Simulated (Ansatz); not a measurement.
# Os4: the cost of one run

The runs use Ansatz 0.2.0, Gaussian basis; UKS PBE0-D4/def2-TZVPD.

The runs, in order: relaxation at PBE0-D4/def2-SVPD; a search for the lowest solution at PBE0-D4/def2-SVP; a single point at PBE0-D4/def2-TZVPD.

## (1) Where the work starts

4 atoms, charge -1, spin multiplicity 2.

Atoms are counted from 1 here; the program's logs count them from 0.

Bond lengths: Os1–Os2 2.400 Å, Os1–Os3 2.450 Å, Os1–Os4 2.400 Å, Os2–Os3 2.400 Å, Os2–Os4 2.451 Å, Os3–Os4 2.399 Å. Angles: Os2–Os1–Os3 59.3°, Os2–Os1–Os4 61.4°, Os3–Os1–Os4 59.3°, Os1–Os2–Os3 61.4°, Os1–Os2–Os4 59.3°, Os3–Os2–Os4 59.3°, Os1–Os3–Os2 59.3°, Os1–Os3–Os4 59.3°, Os2–Os3–Os4 61.4°, Os1–Os4–Os2 59.3°, Os1–Os4–Os3 61.4°, Os2–Os4–Os3 59.3°.

Geometry (Å):

```
Os    0.5712    1.0469    0.8760
Os    1.1056   -0.6256   -0.7595
Os   -0.9692    0.5620   -0.9666
Os   -0.7076   -0.9833    0.8501
```

Os takes a core potential in the def2 sets. No spin-orbit coupling is included. The ion is computed in the gas phase, without counter-ions or solvent.

The start is a GFN1-xTB geometry.

## (2) Optimising with PBE0-D4/def2-SVPD

in.yaml

```yaml
crystal:
  periodic: [false, false, false]
  atoms:
    - {symbol: Os, position_ang: [0.571240, 1.046930, 0.875990]}
    - {symbol: Os, position_ang: [1.105560, -0.625610, -0.759490]}
    - {symbol: Os, position_ang: [-0.969240, 0.562020, -0.966580]}
    - {symbol: Os, position_ang: [-0.707550, -0.983350, 0.850080]}
basis:
  gaussian: {orbitals: def2-SVPD}
total_charge: -1
magnetization: {spin_polarized: true, initial_magnetization: 1}
hamiltonian: {xc: pbe0, dispersion: d4}
scf: {lower_state_search: "off"}
output: {orbitals: {seedname: orbitals}}
relax: {f_tol: 0.02, max_steps: 100}
```

On the command line:

```sh
$ ansatz run in.yaml --threads 4 --pin off --events-out ev --progress --plain --max-ram 3916MiB
```

What time and memory should one allow on 4 threads of Arm Neoverse V2, shared host?

About 2.4 min, with a peak of 0.57 GiB.
